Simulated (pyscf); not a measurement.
O=PH + PH₃ → HO–PH–PH₂, gas phase, singlet surface. Single points on ωB97X-D3(BJ)/def2-SVP structures (PySCF, gas phase). Correlated levels are frozen-core, on RHF or UHF. ΔMP2 is the change of the MP2 total energy from the triple- to the quadruple-zeta basis. ΔG in kcal/mol from CCSD(T)/def2-TZVPP + ΔMP2(QZVPP) energies (ideal gas, 1 atm, RRHO with modes under 100 cm⁻¹ raised to 100, one conformer, R ln 2 for chiral ones without a mode under 150 cm⁻¹).

| T (K) | ΔG |
|---|---|
| 298 | -17.0 |
| 600 | -7.2 |
| 900 | ? |
| 1200 | +11.1 |

Fit a line to the three values, predict ΔG at 900 K, and estimate where the reaction turns unfavourable at 1 atm of each gas.

Least squares gives ΔG = -26.1 + 31.1 × T/1000 K, so ΔS is about -130 J/(mol K) and ΔH about -26.1 kcal/mol over this range (ΔH at 298 K: -27.0). At 900 K the line gives +1.9; the computed value is +2.1. ΔG = 0 falls near 840 K; 1 kcal/mol in the energy moves that by 32 K. This is thermodynamics alone and says nothing of the barrier. The CCSD(T) − MP2 part came from Ansatz, without density fitting, on the same reference.
